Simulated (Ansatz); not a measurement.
We consider bcc Mo, described by PBEsol in Ansatz (PAW).

Run with plane-wave cutoff 520 eV, 24×24×24 k mesh, Fermi–Dirac smearing 0.05 eV, no spin polarisation, scalar-relativistic PAW data made under PBE.

Cell (relaxed at this level):

```cif
data_Mo
_chemical_formula_sum 'Mo1'
_space_group_name_H-M_alt 'P 1'
_space_group_IT_number 1
_cell_length_a 2.71033
_cell_length_b 2.71033
_cell_length_c 2.71033
_cell_angle_alpha 109.471
_cell_angle_beta 109.471
_cell_angle_gamma 109.471
loop_
_space_group_symop_operation_xyz
  'x, y, z'
loop_
_atom_site_label
_atom_site_type_symbol
_atom_site_fract_x
_atom_site_fract_y
_atom_site_fract_z
_atom_site_occupancy
Mo1 Mo 0.00000 0.00000 0.00000 1
```

Task: Predict the bulk modulus and pressure derivative B′ of the bulk modulus.

Result: 
- bulk modulus: 280 GPa
- pressure derivative B′ of the bulk modulus: 4.2

The run finds no gap.

Measured, for comparison: bulk modulus 265 GPa (zero-point energy and finite temperature contributions removed, our sources range from 265 to 278; as tabulated in doi:10.1021/acs.jctc.3c00612). Computed (rounded) less measured: bulk modulus +6 % (+0.7 % to +6 % over the range).

Static lattice: no zero-point or thermal effects.

Ansatz is a program for electronic structure.
